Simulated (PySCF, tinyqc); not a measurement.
Inside a calculation. Method: CID on RHF in the sto-3g basis, frozen core, for LiH, spin multiplicity 1. The lowest restricted solution is unstable here: a spin-polarised one lies 0.0501 hartree lower (PySCF). One step of it, computed by the program tinyqc.

Task: Orthogonalisation. S = U s U^T; symmetric (Loewdin) form X = U s^(-1/2) U^T, so that X^T S X = 1.

overlap S:
```
           1Li 1s    1Li 2s   1Li 2px   1Li 2py   1Li 2pz     2H 1s
1Li 1s   1.000000  0.241137  0.000000  0.000000  0.000000  0.004340
1Li 2s   0.241137  1.000000  0.000000  0.000000  0.000000  0.159957
1Li 2px  0.000000  0.000000  1.000000  0.000000  0.000000  0.000000
1Li 2py  0.000000  0.000000  0.000000  1.000000  0.000000  0.000000
1Li 2pz  0.000000  0.000000  0.000000  0.000000  1.000000  0.244456
2H 1s    0.004340  0.159957  0.000000  0.000000  0.244456  1.000000
```

Give: eigenvalues of S; X.

Result:

eigenvalues of S: 0.6664  0.8223  1.0000  1.0000  1.1736  1.3377

X:
```
          1Li 1s   1Li 2s  1Li 2px  1Li 2py  1Li 2pz    2H 1s
1Li 1s    1.0231  -0.1271   0.0000   0.0000  -0.0029   0.0138
1Li 2s   -0.1271   1.0338   0.0000   0.0000   0.0163  -0.0874
1Li 2px   0.0000   0.0000   1.0000   0.0000   0.0000   0.0000
1Li 2py   0.0000   0.0000   0.0000   1.0000   0.0000   0.0000
1Li 2pz  -0.0029   0.0163   0.0000   0.0000   1.0239  -0.1293
2H 1s     0.0138  -0.0874   0.0000   0.0000  -0.1293   1.0345
```
